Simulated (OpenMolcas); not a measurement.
# H2O2 (hydrogen peroxide): levels of theory compared

Aim: a comparison of 6 runs (UHF/STO-3G, B2PLYP/STO-3G, M06-2X/STO-3G, SVWN5/STO-3G, UPBE/STO-3G, r2SCAN/STO-3G) of H2O2 (hydrogen peroxide). 

Program for the calculation: OpenMolcas 26.06.

2 further runs of the same task are left out: 1 for a known fault of the program, 1 set aside as unsound or not needed.

### Step 1. Starting point

H2O2: 4 atoms, total charge 0, spin state singlet. As SMILES, `OO`. The O1–O2 distance was set to 1.782 Å, away from the relaxed value.

Bond lengths: O1–H3 0.965 Å, O2–H4 0.965 Å. A long bond or contact: O1–O2 1.782 Å.

### Step 2. The energy at UHF/STO-3G (run 1)

Contents of job.input:

```
* H2O2 Hartree-Fock
&GATEWAY
BasLib = $CurrDir
Coord
4
angstrom
O       -0.620559      -0.908436      -0.013470
O        0.048300       0.728400       0.206900
H        0.052641      -1.444336       0.423330
H        0.252100       0.969800      -0.704900
Basis = STO-3G
Group = NoSym
&SEWARD
&SCF
UHF
Thresholds = 1e-10 1e-07 1e-07 1e-05
Scramble = 0.25
PrOrbitals = 1 1
```

The basis set STO-3G is read from a file made from the Basis Set Exchange's data (not shown).

Launch:

```
$ export MOLCAS_MEM=1860
$ pymolcas job.input > job.log
```

The log of the run:

```text
--- Start Module: gateway ---
[...]
--- Stop Module: gateway /rc=_RC_ALL_IS_WELL_ ---
--- Start Module: seward ---
[...]
      Basis functions           12
--- Stop Module: seward /rc=_RC_ALL_IS_WELL_ ---
--- Start Module: scf ---
[...]
       Convergence after  39 Iterations
[...]
::    Total SCF energy                               -148.7278244880
[...]
      Total spin, S                                     0.5111093890
[...]
      Total electronic charge=   18.000000
      Total            charge=   -0.000000
[...]
      Dipole Moment (debye):
      Origin of the operator (angstrom)=   -0.2601   -0.0987    0.0826
                   X=  1.2188E+00               Y= -4.0927E-01               Z= -6.6011E-01           Total=  1.4452E+00
      Quadrupole Moment (debye*angstrom):
[...]
--- Stop Module: scf /rc=_RC_ALL_IS_WELL_ ---
[...]
```

It took 2 s on 1 thread of Arm Neoverse V2, shared host; peak memory 0.37 GiB.

### Step 3. A single-point energy at B2PLYP/STO-3G (run 2)

Contents of job.input:

```
&GATEWAY
 BasLib=$CurrDir
 Coord
 4
 angstrom
 O       -0.620559      -0.908436      -0.013470
 O        0.048300       0.728400       0.206900
 H        0.052641      -1.444336       0.423330
 H        0.252100       0.969800      -0.704900
 Basis=STO-3G
 Group=NoSym

&SEWARD
 GridInput
 Grid=UltraFine
 End of Grid

&SCF
 KSDFT=B2PLYP_SCF
 Thresholds=1e-10 1e-07 1e-07 1e-05
 PrOrbitals=1 1

&MBPT2
 Frozen=2
```

The basis set STO-3G is read from a file made from the Basis Set Exchange's data (not shown).

Launch:

```
$ export MOLCAS_MEM=1860
$ pymolcas job.input > job.log
```

The log of the run:

```text
--- Start Module: gateway ---
[...]
--- Stop Module: gateway /rc=_RC_ALL_IS_WELL_ ---
[...]
      Basis functions           12
[...]
--- Start Module: scf ---
[...]
       Convergence after  11 Iterations
[...]
::    Total KS-DFT energy                            -149.1449411395
[...]
      Total spin, S                                     0.0000000000
[...]
      Total electronic charge=   18.000000
      Total            charge=   -0.000000
[...]
      Dipole Moment (debye):
      Origin of the operator (angstrom)=   -0.2601   -0.0987    0.0826
                   X=  1.2574E+00               Y= -4.2218E-01               Z= -6.8098E-01           Total=  1.4910E+00
      Quadrupole Moment (debye*angstrom):
[...]
--- Stop Module: scf /rc=_RC_ALL_IS_WELL_ ---
[...]
--- Start Module: mbpt2 ---
[...]
 ###    WARNING: MP2 implementation intended for RHF references only         ###
 ###############################################################################
MBPT2 WARNING: Reference function according to RunFile:KS-DFT
I'll assume you know what you're doing and continue
WARNING!
Default frozen orbitals as non valence orbitals is overwritten by user input.
Default values:   2
[...]
       Reference weight ( Cref**2 )         =        0.87360
::    Total MBPT2 energy                             -149.3074696994
[...]
      Total MBPT2 calculations                           0.03      0.04
--- Stop Module: mbpt2 /rc=_RC_ALL_IS_WELL_ ---
[...]
```

Wall time 2.9 s (1 thread of Arm Neoverse V2, shared host); peak memory 0.37 GiB.

Runs 3 to 5 aren't shown in full; the table further down has their settings and results.

### Step 4. A single-point energy at r2SCAN/STO-3G (run 6)

Contents of job.inp:

```
&GATEWAY
BasLib = $CurrDir
Coord
4
angstrom
O       -0.620559      -0.908436      -0.013470
O        0.048300       0.728400       0.206900
H        0.052641      -1.444336       0.423330
H        0.252100       0.969800      -0.704900
Basis = STO-3G
Group = NoSym
&SEWARD
GridInput
Grid=UltraFine
End of Grid
&SCF
KSDFT = 2
1.0 MGGA_X_R2SCAN
1.0 MGGA_C_R2SCAN
Thresholds = 1e-10 1e-07 1e-07 1e-05
PrOrbitals = 1 1
```

The basis set STO-3G is read from a file made from the Basis Set Exchange's data (not shown).

Launch:

```
$ export MOLCAS_MEM=1860
$ pymolcas job.inp > job.log
```

The log of the run:

```text
--- Start Module: gateway ---
[...]
--- Stop Module: gateway /rc=_RC_ALL_IS_WELL_ ---
--- Start Module: seward ---
[...]
      Basis functions           12
--- Stop Module: seward /rc=_RC_ALL_IS_WELL_ ---
--- Start Module: scf ---
[...]
       Convergence after  10 Iterations
[...]
::    Total KS-DFT energy                            -149.3430234050
[...]
      Total spin, S                                     0.0000000000
[...]
      Total electronic charge=   18.000000
      Total            charge=   -0.000000
[...]
      Dipole Moment (debye):
      Origin of the operator (angstrom)=   -0.2601   -0.0987    0.0826
                   X=  1.2280E+00               Y= -4.1233E-01               Z= -6.6508E-01           Total=  1.4561E+00
      Quadrupole Moment (debye*angstrom):
[...]
--- Stop Module: scf /rc=_RC_ALL_IS_WELL_ ---
[...]
```

It took 3.3 s on 1 thread of Arm Neoverse V2, shared host; peak memory 0.37 GiB.

### Step 5. All runs side by side

```csv
run,level,scramble,frozen core orbitals,energy (Eh),dipole moment (D),HOMO energy (eV),LUMO energy (eV),wall time
1,UHF/STO-3G,0.25,–,-148.727824,1.45,-10.22,10.46,2 s
2,B2PLYP/STO-3G,–,2,-149.188824,1.49,-6.92,3.20,2.9 s
3,M06-2X/STO-3G,–,–,-149.370849,1.49,-6.61,2.78,3.6 s
4,SVWN5/STO-3G,–,–,-148.271034,1.49,-1.77,0.04,2.6 s
5,UPBE/STO-3G,0.25,–,-149.239620,1.42,-1.97,0.00,5.4 s
6,r2SCAN/STO-3G,–,–,-149.343023,1.46,-2.65,0.00,3.3 s
```

### Step 6. What came out

```
            quantity          value
 run 6: total energy  -149.34302 Eh
run 6: dipole moment         1.46 D
  run 6: HOMO energy       -2.65 eV
  run 6: LUMO energy        0.00 eV
run 6: HOMO–LUMO gap        2.65 eV
```

**Reading.** The dipole moment (its size) runs from 1.42 D (UPBE/STO-3G) to 1.49 D (M06-2X/STO-3G). The HOMO–LUMO gap runs from 1.81 eV (SVWN5/STO-3G) to 20.67 eV (UHF/STO-3G). For B2PLYP the log adds the whole second-order term; the table takes 0.27 of it, as the functional is defined. Totals of different functionals can't be ranked against each other. In runs 1, 2, 3, 4, 5, 6 the basis is minimal, so the values are rough. Spin contamination of the reference: run 1 ⟨S²⟩ = 0.77. Where it is this large, the reference is a mixture of spin states, and values that rest on it are in doubt. All runs together took 20 s, the longest 5.4 s.
